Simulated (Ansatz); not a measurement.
**C4H7F: one species, many methods**

An exercise on one series of results from a longer session: the logs are not shown, and one member is left open.

The runs use Ansatz 0.2.0, Gaussian basis; functionals in def2-TZVPP, the program's frozen cores in correlated methods.

Levels to be run: PBE-D4, r2SCAN-D4, PBE0-D4, B3LYP-D4, ωB97X-V, ωB97M-V, B2PLYP; CCSD(T)/def2-TZVPP; MP2/def2-QZVPP; extrapolation to the limit.

### The relaxed structure

The geometry comes from an earlier relaxation with PBE0-D4 in a triple-zeta def2 set; it is a stationary point, not always the lowest conformer.

SMILES `C=CCCF`, 12 atoms, charge 0, spin multiplicity 1.

Atoms are counted from 1 here; the program's logs count them from 0.

Bond lengths: C1–C2 1.325 Å, C1–H6 1.084 Å, C1–H7 1.086 Å, C2–C3 1.493 Å, C2–H8 1.087 Å, C3–C4 1.513 Å, C3–H9 1.096 Å, C3–H10 1.095 Å, C4–F5 1.386 Å, C4–H11 1.094 Å, C4–H12 1.094 Å. Angles: C2–C1–H6 121.6°, C2–C1–H7 121.5°, H6–C1–H7 116.9°, C1–C2–C3 124.6°, C1–C2–H8 119.5°, C3–C2–H8 115.9°, C2–C3–C4 113.0°, C2–C3–H9 110.1°, C2–C3–H10 110.2°, C4–C3–H9 107.9°, C4–C3–H10 108.3°, H9–C3–H10 107.2°, C3–C4–F5 110.1°, C3–C4–H11 111.0°, C3–C4–H12 111.2°, F5–C4–H11 107.5°, F5–C4–H12 107.5°, H11–C4–H12 109.3°.

Set-up of the first run:

Contents of in.yaml:

```yaml
crystal:
  periodic: [false, false, false]
  atoms:
    - {symbol: C, position_ang: [-0.896304, 1.563661, 0.866833]}
    - {symbol: C, position_ang: [-0.645006, 0.280143, 0.653509]}
    - {symbol: C, position_ang: [0.663302, -0.261388, 0.180965]}
    - {symbol: C, position_ang: [0.548863, -1.043999, -1.108660]}
    - {symbol: F, position_ang: [-0.244189, -2.164008, -0.917811]}
    - {symbol: H, position_ang: [-1.868091, 1.902686, 1.206193]}
    - {symbol: H, position_ang: [-0.136233, 2.324269, 0.713891]}
    - {symbol: H, position_ang: [-1.430526, -0.453499, 0.817869]}
    - {symbol: H, position_ang: [1.092207, -0.925823, 0.940489]}
    - {symbol: H, position_ang: [1.376234, 0.554797, 0.024677]}
    - {symbol: H, position_ang: [1.530579, -1.388840, -1.446724]}
    - {symbol: H, position_ang: [0.086164, -0.443099, -1.897330]}
basis:
  gaussian: {orbitals: def2-TZVPP}
hamiltonian: {xc: pbe, dispersion: d4}
output: {forces: true, orbitals: {seedname: orbitals}}
```

Command:

```
$ ansatz run in.yaml --threads 4 --pin off --events-out ev --progress --plain --max-ram 10444MiB
```

Steps of the session up to this table: PBE-D4 (GGA); r2SCAN-D4 (meta-GGA); PBE0-D4 (hybrid); B3LYP-D4 (hybrid); ωB97X-V (range-separated); ωB97M-V (range-separated); B2PLYP (double hybrid); CCSD(T) in def2-TZVPP; MP2 in def2-QZVPP.

One table of the session follows, with a row left open; its other results are not shown here.

```
            method  atoms, summed (eV)  atomisation energy (kJ/mol)
            PBE-D4           -6921.225                       4982.4
         r2SCAN-D4           -6926.898                       4875.1
           PBE0-D4           -6922.711                       4898.6
          B3LYP-D4           -6931.370                       4868.4
           ωB97X-V           -6928.671                       4865.0
           ωB97M-V           -6927.736                       4875.1
            B2PLYP           -6925.760                       4823.9
     HF/def2-TZVPP           -6902.995                       3632.2
    MP2/def2-TZVPP           -6915.573                       4826.2
   CCSD/def2-TZVPP                   ?                            ?
CCSD(T)/def2-TZVPP           -6918.436                       4753.2
           MP2/CBS           -6917.985                       4933.5
       CCSD(T)/CBS           -6920.848                       4860.5
```

Q: Estimate the row for CCSD/def2-TZVPP from the others.

**Answer.** atoms, summed (eV): -6918.122; atomisation energy (kJ/mol): 4686.9. In the column «atoms, summed (eV)» it lies between CCSD(T)/def2-TZVPP (-6918.436) and MP2/CBS (-6917.985).
